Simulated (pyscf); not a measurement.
A first-order saddle from PySCF, ωB97X-D3(BJ)/def2-SVP:

```
O
H 1 1.2787
H 2 1.0530 1 124.00
H 3 1.0492 2 61.80 1 -0.02
Si 1 1.6731 2 158.55 3 176.84
H 5 1.5392 1 96.30 2 2.94
```

Surface: singlet, charge 0. Lowest wavenumbers (cm⁻¹): 2712i, 104, 280, 656, 825.

**Question.** What reaction is this the transition state of?

**Answer.** HO–SiH: (SMILES O[SiH]) [singlet] + H₂ (SMILES [H][H]) ⇌ HO–SiH: (SMILES O[SiH]) [singlet] + H₂ (SMILES [H][H]), a four-centre exchange read from left to right: H–O, H–H broken and H–O, H–H formed. At ωB97M-D3(BJ)/def2-TZVP it lies +290.7 kJ/mol from the left side and +290.7 kJ/mol from the right (each side as separated species at their lowest minima found). The same reactants have a lower exit, to HO–SiH₃ (barrier +86.8 kJ/mol at ωB97M-D3(BJ)/def2-TZVP, against +290.7 kJ/mol here). This is the saddle that the search found; another between the same sides may lie lower.
